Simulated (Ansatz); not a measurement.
**SiHO (sextet): wave-function methods side by side, def2-QZVPP**

One table from this session's results is given with a row withheld; the runs are named, their logs left out.

Computed with Ansatz 0.2.0, Gaussian basis. Level: def2-QZVPP, core rule «outside noble gas», up to 6 orbitals frozen.

Plan: UHF; ROHF; CCSD(T) on UHF.

### The system

The geometry is a PBE0/def2-TZVP stationary point (not a proven minimum) of the parent state, kept for this charge and spin.

3 atoms, charge 0, spin multiplicity 6.

Atoms are counted from 1 here; the program's logs count them from 0.

Bond lengths: Si1–O2 1.728 Å, Si1–H3 1.496 Å. Angles: O2–Si1–H3 115.5°.

Coordinates:

| atom | x (Å) | y (Å) | z (Å) |
| --- | --- | --- | --- |
| Si1 | 0.00000 | -0.09444 | 0.59215 |
| O2 | 0.00000 | 0.09147 | -1.12620 |
| H3 | 0.00000 | 1.17949 | 1.37677 |

The first run:

The input, in.yaml:

```yaml
crystal:
  periodic: [false, false, false]
  atoms:
    - {symbol: Si, position_ang: [0.000000, -0.094440, 0.592147]}
    - {symbol: O, position_ang: [0.000000, 0.091474, -1.126196]}
    - {symbol: H, position_ang: [0.000000, 1.179495, 1.376770]}
basis:
  gaussian: {orbitals: "def2-QZVPP.json"}
magnetization: {spin_polarized: true, initial_magnetization: 5}
hamiltonian: {xc: hf}
output: {orbitals: {seedname: orbitals}}
```

Started as:

```console
$ ansatz run in.yaml --threads 1 --pin off --events-out ev --progress --plain --max-ram 2393MiB
```

Steps of the session up to this table: UHF; ROHF; CCSD(T) on UHF.

One table of the session follows, with a row left open; its other results are not shown here.

It belongs to the step «Misses and costs». 

| method | from UCCSD(T) (kcal/mol) |
| --- | --- |
| ROHF | +179.11 |
| UHF | +173.59 |
| UMP2 | +25.84 |
| UCCSD | ? |
| UCCSD(T) | 0 |

**Question.** Estimate the row for UCCSD.

As computed: from UCCSD(T) (kcal/mol): +5.70. In the column «from UCCSD(T) (kcal/mol)» it lies between UCCSD(T) (0) and UMP2 (+25.84).
